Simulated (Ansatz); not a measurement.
SiH4 (SMILES [SiH4]) moved off its minimum; all values from Ansatz (an electronic-structure program), cores frozen in correlated methods.
(charge 0, multiplicity 1)
```xyz
5

Si    -0.0010    -0.0026     0.0322
H     -0.1973     1.2215    -0.8691
H     -0.7639     0.1421     1.2848
H      1.4425    -0.1841     0.2622
H     -0.4905    -1.1988    -0.7201
```

Forces at HF/def2-TZVPP (eV/Å):

```json
[
 {"atom": "Si1", "Fx": "-0.230", "Fy": "0.340", "Fz": "-1.125"},
 {"atom": "H2", "Fx": "0.085", "Fy": "-0.717", "Fz": "0.677"},
 {"atom": "H3", "Fx": "0.096", "Fy": "0.042", "Fz": "0.017"},
 {"atom": "H4", "Fx": "-0.003", "Fy": "0.058", "Fz": "0.186"},
 {"atom": "H5", "Fx": "0.052", "Fy": "0.277", "Fz": "0.246"}
]
```

Q: Give the forces (eV/Å), the total energy and the dipole at CCSD(T)/aug-cc-pV(T+d)Z.

A: 
| atom | Fx | Fy | Fz |
|---|---|---|---|
| Si1 | -0.226 | 0.344 | -1.035 |
| H2 | 0.073 | -0.616 | 0.579 |
| H3 | 0.030 | 0.045 | 0.101 |
| H4 | 0.098 | 0.036 | 0.176 |
| H5 | 0.025 | 0.191 | 0.179 |
Energy -291.4415 hartree, dipole 0.19 D.
